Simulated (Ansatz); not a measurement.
Geometry optimisation, RKS PBE0-D4/def2-TZVP (Ansatz).

The input (input.yaml):

```yaml
crystal:
  periodic: [false, false, false]
  atoms:
    - { symbol: C, position_ang: [-2.17704, 0.08199, -0.9892] }
    - { symbol: Mg, position_ang: [-0.40196, -0.69691, -0.32243] }
    - { symbol: Al, position_ang: [1.84201, 0.39676, 1.02328] }
    - { symbol: H, position_ang: [-1.90313, 1.05394, -1.4974] }
    - { symbol: H, position_ang: [-2.75707, 0.44144, -0.08983] }
    - { symbol: H, position_ang: [3.42829, 0.69159, 0.48371] }
    - { symbol: H, position_ang: [2.47151, 0.2048, 2.59297] }
total_charge: -1
basis:
  gaussian: { orbitals: def2-TZVP }
hamiltonian:
  xc: pbe0
  dispersion: d4
relax:
  f_tol: 0.015
  max_steps: 40
```

Command:

```bash
$ ansatz run input.yaml --threads 2 --pin off --max-ram 3072MiB --backend cpu --events-out ev --progress --plain --runs-dir out
```

Q: Where does it end, and by what steps?

A: The forces met the threshold. Limits of this set-up: an anion without diffuse functions, the dipole of an ion depends on the origin. After 10 steps the energy has fallen by 1.155 eV; Mg2 moved furthest, 1.07 Å.

```
step  energy less start (eV)  largest force component (eV/Å)  accepted
   0                  0.0000                           1.336       yes
   1                 -0.5811                           0.928       yes
   2                 -0.9007                           1.284       yes
   3                 -1.0474                           0.339       yes
   4                 -1.1140                           0.177       yes
   5                 -1.1451                           0.115       yes
   6                 -1.1551                           0.034       yes
   7                 -1.1549                           0.047        no
   8                 -1.1553                           0.018       yes
   9                 -1.1552                           0.030        no
  10                 -1.1554                           0.005       yes
```

```xyz
7
Properties=species:S:1:pos:R:3
C -2.105 0.363 -0.827
Mg -0.300 0.319 0.011
Al 2.157 0.262 1.133
H -2.311 0.621 -1.873
H -3.052 0.132 -0.324
H 3.581 0.593 0.405
H 2.532 -0.115 2.677
```

Whether the end is a true minimum wasn't checked by a vibrational analysis.

Run time: 44 s on 2 threads of Arm Neoverse N1, on a shared host, peak memory 0.22 GiB.
